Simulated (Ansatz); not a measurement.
Geometry optimisation, Ansatz 0.2.0, UKS PBE-D4/6-31G*.

Input file:

```yaml
crystal:
  periodic: [false, false, false]
  atoms:
    - { symbol: C, position_ang: [-0.8306, 0.4988, -0.3661] }
    - { symbol: Al, position_ang: [1.0565, 0.0891, -0.3787] }
    - { symbol: O, position_ang: [1.87599, -0.13625, -1.98324] }
    - { symbol: H, position_ang: [-1.3745, -0.2629, -0.8696] }
    - { symbol: H, position_ang: [-1.0366, 1.4827, -0.9524] }
    - { symbol: H, position_ang: [-1.2298, 0.6815, 0.6662] }
    - { symbol: H, position_ang: [1.83844, -1.13955, -2.16333] }
magnetization:
  spin_polarized: true
  initial_magnetization: 1
basis:
  gaussian: { orbitals: "6-31G*" }
hamiltonian:
  xc: pbe
  dispersion: d4
relax:
  f_tol: 0.015
  max_steps: 40
```

Run as:

```bash
$ ansatz run input.yaml --threads 1 --pin off --max-ram 2048MiB --backend cpu --events-out ev --progress --plain --runs-dir out
```

Question: Where does it end, and by what steps?

Answer: The forces met the threshold. After 7 steps the energy has fallen by 0.426 eV; H7 moved furthest, 0.74 Å.

```
step  energy less start (eV)  largest force component (eV/Å)  accepted
   0                  0.0000                           2.869       yes
   1                 -0.1421                           2.024       yes
   2                 -0.3152                           0.324       yes
   3                 -0.3827                           0.181       yes
   4                 -0.3974                           0.455       yes
   5                 -0.4195                           0.137       yes
   6                 -0.4237                           0.094       yes
   7                 -0.4255                           0.013       yes
```

```xyz
7
Properties=species:S:1:pos:R:3
C -0.904 0.536 -0.351
Al 0.834 -0.424 -0.494
O 1.628 -0.282 -2.039
H -1.724 -0.144 -0.645
H -0.902 1.399 -1.040
H -1.104 0.889 0.674
H 2.470 -0.760 -2.153
```

Whether the end is a true minimum wasn't checked by a vibrational analysis.

Run time: 35 s on 1 thread of Intel(R) Xeon(R) Processor @ 2.50GHz (Skylake/Cascade Lake), on a shared host, peak memory 0.15 GiB.
